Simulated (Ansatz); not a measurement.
# AlH₂Cl: one species, many methods

An exercise on one series of results from a longer session: the logs are not shown, and one member is left open.

Computed with Ansatz 0.2.0, Gaussian basis. Level: functionals in def2-TZVPP, the program's frozen cores in correlated methods.

The runs, in order: LDA (SPW92), PBE-D4, revPBE-D4, BLYP-D4, r2SCAN-D4, B97M-V, PBE0-D4, B3LYP-D4, r2SCANh-D4, r2SCAN0-D4, HSE06-D4, BHLYP-D4, CAM-B3LYP-D4, LC-ωPBE, ωB97X-V, ωB97M-V, B2PLYP, PBE-QIDH; CCSD(T)/def2-SVP; CCSD(T)/def2-TZVPP; CCSD(T)/def2-QZVPP; extrapolation to the limit; RPA on PBE.

**Structure used throughout**

The geometry comes from an earlier relaxation with PBE0-D4 in a triple-zeta def2 set; it is a stationary point.

SMILES `[AlH2][Cl]`, 4 atoms, charge 0, spin multiplicity 1.

Atoms are counted from 1 here; the program's logs count them from 0.

Bond lengths: Al1–Cl2 2.097 Å, Al1–H3 1.575 Å, Al1–H4 1.575 Å. Angles: Cl2–Al1–H3 117.5°, Cl2–Al1–H4 117.5°, H3–Al1–H4 125.0°.

Set-up of the first run:

Input file in.yaml:

```yaml
crystal:
  periodic: [false, false, false]
  atoms:
    - {symbol: Al, position_ang: [-0.090277, -0.004227, -0.126565]}
    - {symbol: Cl, position_ang: [1.271745, -0.146038, 1.461803]}
    - {symbol: H, position_ang: [-1.335026, -0.969337, -0.106255]}
    - {symbol: H, position_ang: [0.209159, 1.059301, -1.249284]}
basis:
  gaussian: {orbitals: def2-TZVPP}
hamiltonian: {xc: lda}
output: {orbitals: {seedname: orbitals}}
```

Run with:

```sh
$ ansatz run in.yaml --threads 4 --pin off --events-out ev --progress --plain --max-ram 10444MiB
```

Steps of the session up to this table: LDA; PBE-D4 (GGA); revPBE-D4 (GGA); BLYP-D4 (GGA); r2SCAN-D4 (meta-GGA); B97M-V (meta-GGA); B3LYP-D4 (hybrid); r2SCANh-D4 (hybrid); r2SCAN0-D4 (hybrid); HSE06-D4 (hybrid); BHLYP-D4 (hybrid); CAM-B3LYP-D4 (range-separated); LC-ωPBE (range-separated); ωB97X-V (range-separated); ωB97M-V (range-separated); B2PLYP (double hybrid); PBE-QIDH (double hybrid).

One of the session's tables, all rows but one given; the rest of the session is left out.

It belongs to the step «Orbital energies across the functionals». 

| functional | HOMO (eV) | LUMO (eV) | gap (eV) |
| --- | --- | --- | --- |
| LDA (SPW92) | -7.32 | -2.65 | 4.67 |
| PBE-D4 | ? | ? | ? |
| revPBE-D4 | -7.24 | -2.30 | 4.94 |
| BLYP-D4 | -7.16 | -2.29 | 4.87 |
| r2SCAN-D4 | -7.60 | -2.05 | 5.55 |
| B97M-V | -7.70 | -2.30 | 5.40 |
| PBE0-D4 | -8.58 | -1.64 | 6.94 |
| B3LYP-D4 | -8.36 | -1.85 | 6.51 |
| r2SCANh-D4 | -8.08 | -1.80 | 6.28 |
| r2SCAN0-D4 | -8.79 | -1.42 | 7.37 |
| HSE06-D4 | -8.17 | -2.00 | 6.17 |
| BHLYP-D4 | -9.80 | -0.88 | 8.93 |
| CAM-B3LYP-D4 | -9.96 | -0.72 | 9.24 |
| LC-ωPBE | -11.36 | 0.38 | 11.74 |
| ωB97X-V | -10.99 | 0.28 | 11.27 |
| ωB97M-V | -10.77 | 0.00 | 10.78 |

Estimate the missing values for PBE-D4.

The run gave: HOMO (eV): -7.27; LUMO (eV): -2.40; gap (eV): 4.86. In the column «HOMO (eV)» it lies between LDA (SPW92) (-7.32) and revPBE-D4 (-7.24).
